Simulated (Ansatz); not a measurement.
The input (input.yaml):

```yaml
crystal:
  periodic: [false, false, false]
  atoms:
    - { symbol: O, position_ang: [0.50349, 1.11552, -0.84581] }
    - { symbol: C, position_ang: [0.17433, 0.7822, 0.45404] }
    - { symbol: S, position_ang: [0.48805, -0.97685, 0.86025] }
    - { symbol: O, position_ang: [-0.71959, -1.65012, -0.08069] }
    - { symbol: H, position_ang: [-0.0708, 0.63237, -1.45389] }
    - { symbol: H, position_ang: [-0.87982, 0.96875, 0.68586] }
    - { symbol: H, position_ang: [0.82052, 1.34952, 1.12295] }
    - { symbol: H, position_ang: [1.25228, -2.06984, 1.21482] }
basis:
  gaussian: { orbitals: def2-SVP }
hamiltonian:
  xc: pbe
relax:
  f_tol: 0.02
  max_steps: 50
output:
  orbitals: {}
```

Run as:

```bash
$ ansatz run input.yaml --threads 1 --pin off --max-ram 2048MiB --backend cpu --events-out ev --progress --plain --runs-dir out
```

Hardware: 1 thread of Arm Neoverse V1 (shared host).

Task: Roughly how long does this run take, and how much memory?

Result: 42 s, with a peak of 0.14 GiB, for 17 ionic steps.
